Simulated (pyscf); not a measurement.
## Concerted two-bond exchange: H₂C=NH (SMILES C=N) + H₂ (SMILES [H][H]) -> H₂C=NH (SMILES C=N) + H₂ (SMILES [H][H])

Gas phase, singlet surface, charge 0. Bonds broken: N2–H5, H6–H7. Bonds formed: N2–H7, H5–H6. PySCF, gas phase, ωB97X-D3(BJ)/def2-SVP geometries.

Transition state (Å):

```xyz
7

C     -1.3053    -0.8223    -0.4526
N     -0.3965    -0.2092     0.2296
H     -1.0162    -1.5053    -1.2555
H     -2.3617    -0.6253    -0.2535
H     -0.5472     0.7131     0.7237
H      0.5179     1.5954    -0.1207
H      0.5843    -0.0268    -0.1185
```

One imaginary mode, 1138i cm⁻¹; descent along it reached the two sides named.

```json
[
 {"bond": "N2–H5", "change": "breaks", "reactant side (Å)": "1.026", "saddle": "1.057", "product side": "2.490"},
 {"bond": "H6–H7", "change": "breaks", "reactant side (Å)": "0.763", "saddle": "1.624", "product side": "4.1"},
 {"bond": "N2–H7", "change": "forms", "reactant side (Å)": "2.488", "saddle": "1.057", "product side": "1.026"},
 {"bond": "H5–H6", "change": "forms", "reactant side (Å)": "4.1", "saddle": "1.620", "product side": "0.763"}
]
```

Electronic energies relative to the separated reactants (kcal/mol):

```csv
level,barrier,reaction energy,reverse barrier
ωB97X-D3(BJ)/def2-TZVP,66.5,0.0,66.5
PBE/def2-TZVP,50.1,0.0,50.1
r²SCAN/def2-TZVP,54.9,0.0,54.9
B3LYP-D3(BJ)/def2-TZVP,58.1,0.0,58.1
PBE0-D3(BJ)/def2-TZVP,56.7,0.0,56.7
M06-2X/def2-TZVP,66.0,0.0,66.0
ωB97M-D3(BJ)/def2-TZVP,64.2,0.0,64.2
HF/def2-TZVP,80.2,0.0,80.2
```

With ωB97M-D3(BJ)/def2-TZVP energies and thermal terms (ideal gas, 1 atm, RRHO with modes under 100 cm⁻¹ raised to 100, one conformer, R ln 2 for chiral ones without a mode under 150 cm⁻¹), in kcal/mol:

```csv
T (K),ΔH‡,ΔG‡,ΔH,ΔG
298,64.5,72.9,0.0,0.0
600,64.0,81.6,0.0,0.0
900,64.0,90.5,0.0,0.0
1200,64.2,99.3,0.0,0.0
```

This is the saddle that the search found; another between the same sides may lie lower. A restricted solution here is unstable towards spin polarisation, so biradical character is likely and single-reference numbers are less safe.
